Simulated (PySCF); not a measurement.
**Name the molecule from its bond curve**

A diatomic of charge -1 contains N. Its singlet curve at PBE in a double-zeta basis (no relativity, PySCF), in eV from the separated fragments:

```
R (Å)   E (eV)
1.018   -8.212
1.066   -9.424
1.113  -10.134
1.149  -10.413
1.184  -10.524
1.220  -10.501
1.267  -10.310
1.326   -9.886
1.397   -9.205
1.492   -8.152
```

The fit gives ωe = 2039 cm⁻¹ and the rotational constant Bₑ = 1.828 cm⁻¹.

Q: Which atom is the partner?

A: The minimum lies at 1.195 Å, so the reduced mass is 16.8576 u Å² cm⁻¹/(Bₑ·Re²) = 6.458 u. With N at 14.00 u the partner weighs about 12.0 u: C. The molecule is CN⁻.

The highest Kohn–Sham level is positive in this anion. Much of that is self-interaction error, but it also means that the finite basis helps to hold the extra electron.
